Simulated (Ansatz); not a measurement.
```yaml
crystal:
  periodic: [false, false, false]
  atoms:
    - {symbol: W, position_ang: [-0.153936, -0.000144, -0.000262]}
    - {symbol: N, position_ang: [1.695522, 0.001589, 0.002882]}
    - {symbol: H, position_ang: [2.256705, 0.901990, 0.001146]}
    - {symbol: H, position_ang: [2.258382, -0.897759, 0.006529]}
basis:
  gaussian: {orbitals: def2-TZVP}
total_charge: 1
magnetization: {spin_polarized: true, initial_magnetization: 2}
hamiltonian: {xc: pbe0}
relax: {f_tol: 0.004, max_steps: 80}
```

```sh
$ ansatz run in.yaml --threads 1 --pin off --events-out ev --progress --plain --max-ram 2176MiB
```

Steps of the relaxation (energy above the last step; positions in Å, forces in eV/Å):

```
4
step 1, 83.4 meV
W    -0.154    0.000    0.000    0.236    0.000    0.000
N     1.696    0.002    0.003    0.867    0.001    0.001
H     2.257    0.902    0.001   -0.550   -1.531    0.004
H     2.258   -0.898    0.007   -0.553    1.530   -0.006
```

```
4
step 2, 6.5 meV
W    -0.152    0.000    0.000   -0.022    0.000    0.000
N     1.691    0.002    0.003    0.297    0.000    0.001
H     2.258    0.862    0.001   -0.137   -0.442    0.001
H     2.259   -0.858    0.006   -0.138    0.442   -0.002
```

```
4
step 3, 0.1 meV
W    -0.154    0.000    0.000    0.005    0.000    0.000
N     1.690    0.002    0.003   -0.090    0.000    0.000
H     2.260    0.846    0.001    0.042    0.026    0.000
H     2.261   -0.842    0.006    0.042   -0.026    0.000
```

```
4
step 5, 0.0 meV
W    -0.155    0.000    0.000   -0.001    0.000    0.000
N     1.688    0.002    0.003    0.001    0.000    0.000
H     2.261    0.846    0.001    0.000    0.000    0.000
H     2.262   -0.841    0.006    0.000    0.000    0.000
```

Close pairs at the end: N2–H3 1.020 Å, N2–H4 1.020 Å, W1–N2 1.844 Å, W1–H4 2.560 Å, W1–H3 2.560 Å.

A stationary point of unrestricted PBE0 after 5 steps, with ⟨S²⟩ = 2.948 against 2.00 for a pure state; no frequencies were run, so it isn't proven a minimum. 96 s on 1 thread of Intel Xeon Platinum 8259CL, shared host.
